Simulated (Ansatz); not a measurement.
Born–Oppenheimer molecular dynamics of C$_{2}$H$_{7}$Al (10 atoms, charge 0, multiplicity 1). It starts at the highest image of a converged band. Of that band: Neighbouring images differ by up to 2.8 eV, so the band resolves the path poorly. A vibrational analysis at the climbing image gives one clearly imaginary mode, 1121i cm⁻¹: a first-order saddle point.

Method: RKS PBE/6-31G* (Ansatz 0.2.0).

```json
{
  "ensemble": "NVE (velocity Verlet)",
  "time step": "0.5 fs",
  "steps asked": "200",
  "starting velocities drawn for": "300 K",
  "seed": "11039"
}
```

First frame:

```xyz
10
Properties=species:S:1:pos:R:3
Al -0.389 0.458 0.904
H 1.022 0.421 1.659
C 1.683 -0.081 0.097
H 1.491 -1.049 -0.400
H 1.767 0.732 -0.649
H 2.627 -0.142 0.659
C -1.252 -0.003 -0.827
H -1.187 -1.097 -0.968
H -2.312 0.290 -0.870
H -0.711 0.472 -1.664
```

Problem. How far do the bonds stretch over the last three quarters of this one trajectory? (Pairs bonded in most of those frames.)

Solution. 
| bond | mean (Å) | spread (Å) | shortest | longest |
| --- | --- | --- | --- | --- |
| Al1–C7 | 2.037 | 0.059 | 1.93 | 2.11 |
| H2–C3 | 1.165 | 0.156 | 0.92 | 1.41 |
| C3–H4 | 1.109 | 0.052 | 1.03 | 1.19 |
| C3–H5 | 1.104 | 0.038 | 1.04 | 1.17 |
| C3–H6 | 1.113 | 0.057 | 1.00 | 1.23 |
| C7–H8 | 1.110 | 0.011 | 1.09 | 1.13 |
| C7–H9 | 1.112 | 0.016 | 1.08 | 1.14 |
| C7–H10 | 1.111 | 0.009 | 1.09 | 1.13 |

Pairs bonded in part of these frames only: H2–C3 81 %.

Mean temperature of the second half: 1589 K. The conserved energy stayed within 1.4 meV per atom of its start (net change -0.78 meV per atom), so the integration is sound. The kinetic energy rose, since the run started high on the potential surface and went downhill. It ends in pieces (CH3Al + CH4), so much of that is their flight and rotation, not heat. A run of 0.1 ps of so small a system gives no equilibrium averages. The orbitals stay closed-shell, which can raise the energy where a bond breaks towards radicals; this wasn't checked here.

Time of the run: 5.9 min on 1 thread of Intel(R) Xeon(R) Platinum 8259CL CPU @ 2.50GHz (Skylake/Cascade Lake) (shared host), peak memory 0.14 GiB.
